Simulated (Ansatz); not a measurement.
# SN radical: a ladder of functionals and wavefunction methods

One table from this session's results is given with a row withheld; the runs are named, their logs left out.

The runs use Ansatz 0.2.0, Gaussian basis; functionals in def2-TZVPP, the program's frozen cores in correlated methods.

Plan: LDA (SPW92), PBE-D4, revPBE-D4, BLYP-D4, r2SCAN-D4, B97M-V, PBE0-D4, B3LYP-D4, r2SCANh-D4, r2SCAN0-D4, HSE06-D4, BHLYP-D4, CAM-B3LYP-D4, LC-ωPBE, ωB97X-V, ωB97M-V, B2PLYP, PBE-QIDH; CCSD(T)/def2-SVP; CCSD(T)/def2-TZVPP; CCSD(T)/def2-QZVPP; extrapolation to the limit; RPA on PBE.

### Structure used throughout

The geometry comes from an earlier relaxation with PBE0-D4 in a triple-zeta def2 set; it is a stationary point.

2 atoms, charge 0, spin multiplicity 2.

Atoms are counted from 1 here; the program's logs count them from 0.

Bond lengths: N1–S2 1.486 Å.

Geometry (Å):

```xyz
2
NS
N     0.00000    0.00000   -0.01122
S     0.00000    0.00000    1.47440
```

Set-up of the first run:

in.yaml

```yaml
crystal:
  periodic: [false, false, false]
  atoms:
    - {symbol: N, position_ang: [-0.000000, 0.000000, -0.011221]}
    - {symbol: S, position_ang: [0.000000, -0.000000, 1.474401]}
basis:
  gaussian: {orbitals: def2-TZVPP}
magnetization: {spin_polarized: true, initial_magnetization: 1}
hamiltonian: {xc: lda}
output: {orbitals: {seedname: orbitals}}
```

Run with:

```console
> ansatz run in.yaml --threads 2 --pin off --events-out ev --progress --plain --max-ram 32768MiB --backend cpu
```

Steps of the session up to this table: LDA; PBE-D4 (GGA); revPBE-D4 (GGA); BLYP-D4 (GGA); r2SCAN-D4 (meta-GGA); B97M-V (meta-GGA); PBE0-D4 (hybrid); B3LYP-D4 (hybrid); r2SCANh-D4 (hybrid); r2SCAN0-D4 (hybrid); HSE06-D4 (hybrid); BHLYP-D4 (hybrid); CAM-B3LYP-D4 (range-separated); LC-ωPBE (range-separated); ωB97X-V (range-separated); ωB97M-V (range-separated); B2PLYP (double hybrid); PBE-QIDH (double hybrid).

One table of the session follows, with a row left open; its other results are not shown here.

It belongs to the step «Orbital energies across the functionals». 

| functional | HOMO (eV) | LUMO (eV) | gap (eV) |
| --- | --- | --- | --- |
| LDA (SPW92) | -4.81 | -4.87 | -0.05 |
| PBE-D4 | -4.80 | -4.62 | 0.18 |
| revPBE-D4 | -4.76 | -4.55 | 0.21 |
| BLYP-D4 | -4.68 | -4.46 | 0.22 |
| r2SCAN-D4 | -5.21 | -4.57 | 0.64 |
| B97M-V | -5.06 | -4.46 | 0.60 |
| PBE0-D4 | -6.31 | -3.58 | 2.73 |
| B3LYP-D4 | -6.03 | -3.80 | 2.23 |
| r2SCANh-D4 | -5.77 | -4.17 | 1.61 |
| r2SCAN0-D4 | ? | ? | ? |
| HSE06-D4 | -5.90 | -3.97 | 1.93 |
| BHLYP-D4 | -7.70 | -2.42 | 5.28 |
| CAM-B3LYP-D4 | -7.70 | -2.33 | 5.38 |
| LC-ωPBE | -9.11 | -1.14 | 7.97 |
| ωB97X-V | -8.64 | -1.18 | 7.46 |
| ωB97M-V | -8.33 | -1.20 | 7.12 |

**Question.** Estimate the row for r2SCAN0-D4.

Worked estimate for «HOMO (eV)». Against the share of exact exchange, r2SCAN-D4 (0, -5.21), r2SCANh-D4 (0.1, -5.77) give a slope of -5.60 per unit share; at 0.25 the line stands at -6.61.

**Answer.** HOMO (eV): -6.61; LUMO (eV): -3.57; gap (eV): 3.05. In «HOMO (eV)» the line misses by 0.00.

To keep in mind: A negative gap means that an empty level lies below a filled one: whole occupations of an open shell aren't an aufbau state there.
